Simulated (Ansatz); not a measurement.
**CH₂B (quartet): wave-function methods side by side, cc-pVDZ**

Aim: climb from Hartree-Fock through coupled cluster and multireference methods for CH₂B (quartet) at one geometry and basis, and see what each rung misses.

Computed with Ansatz 0.2.0, Gaussian basis. Level: cc-pVDZ, core rule «outside noble gas», up to 2 orbitals frozen.

To be run: UHF; CCSD(T) on ROHF; CCSD(T) on UHF; BCCD(T) on ROHF; CISD as a restricted active space (open shells left free, so some higher excitations enter); CCSDT(Q) on ROHF; CCSDT(Q) on UHF; CASSCF and MRCISD+Q, 9 electrons in 10 orbitals; CASSCF and NEVPT2, 9 electrons in 10 orbitals.

13 further runs of the same task are left out: 2 that didn't finish, 11 set aside as unsound or not needed. Runs told in other sessions of the task aren't counted.

**1. What is computed**

The geometry is a PBE0/def2-TZVP stationary point (not a proven minimum) of the parent state, kept for this charge and spin.

4 atoms, charge 0, spin multiplicity 4.

Atoms are counted from 1 here; the program's logs count them from 0.

Bond lengths: B1–C2 1.350 Å, B1–H3 1.172 Å, C2–H4 1.070 Å. Angles: C2–B1–H3 180.0°, B1–C2–H4 180.0°.

**2. UHF**

in.yaml reads:

```yaml
crystal:
  periodic: [false, false, false]
  atoms:
    - {symbol: B, position_ang: [0.000000, 0.000000, 0.649311]}
    - {symbol: C, position_ang: [0.000000, 0.000000, -0.700735]}
    - {symbol: H, position_ang: [0.000000, 0.000000, 1.821771]}
    - {symbol: H, position_ang: [0.000000, 0.000000, -1.770347]}
basis:
  gaussian: {orbitals: cc-pVDZ}
magnetization: {spin_polarized: true, initial_magnetization: 3}
hamiltonian: {xc: hf}
output: {orbitals: {seedname: orbitals}}
```

The run is started by

```console
ansatz run in.yaml --threads 1 --pin off --events-out ev --progress --plain --max-ram 2393MiB
```

Further steps of the session: CCSD(T) on ROHF; CCSD(T) on UHF; BCCD(T) on ROHF; CISD as a restricted active space (open shells left free, so some higher excitations enter); CCSDT(Q) on ROHF; CCSDT(Q) on UHF; CASSCF and MRCISD+Q, 9 electrons in 10 orbitals; CASSCF and NEVPT2, 9 electrons in 10 orbitals.

Q: Predict the results of all the runs planned. Wanted: UCCSDT(Q) from the RHF energy; RMP2 from UCCSDT(Q); UMP2 from UCCSDT(Q); RCCSD from UCCSDT(Q); RCCSD(T) from UCCSDT(Q); UCCSD(T) from UCCSDT(Q); RCCSDT(Q) from UCCSDT(Q); NEVPT2 valence from UCCSDT(Q); MRCISD+Q valence from UCCSDT(Q).

As calculated:

```
                         quantity                                                                     value
    UCCSDT(Q) from the ROHF energy                                                                -5.0858 eV
              RMP2 from UCCSDT(Q)                                                                +976.2 meV
              UMP2 from UCCSDT(Q)                                                                +979.2 meV
             RCCSD from UCCSDT(Q)                                                                +126.5 meV
          RCCSD(T) from UCCSDT(Q)                                                                 +26.9 meV
          UCCSD(T) from UCCSDT(Q)                                                                 +25.0 meV
         RCCSDT(Q) from UCCSDT(Q)                                                                  +1.7 meV
    NEVPT2 valence from UCCSDT(Q)                                                                +765.1 meV
  MRCISD+Q valence from UCCSDT(Q)                                                                 +11.5 meV
levels within 1 kcal/mol (43 meV)  RCCSD(T), UCCSD(T), BCCD(T), RCCSDT, UCCSDT, RCCSDT(Q), MRCISD+Q valence
                    T1 diagnostic                                                                     0.021
   effectively unpaired electrons                                                                      3.01
```

**Reading.** RCCSD(T) misses by +26.9 meV, 0.5 % of the correlation energy. One determinant dominates. Of the multireference levels listed MRCISD+Q valence comes nearest in total energy (+11.5 meV), which doesn't show that its space is the better one. These misses are within one basis, not against nature; the frozen cores of restricted and unrestricted runs differ, which can shift their rows.

With open shells the CI space here admits some higher excitations, so it is larger than plain CISD.
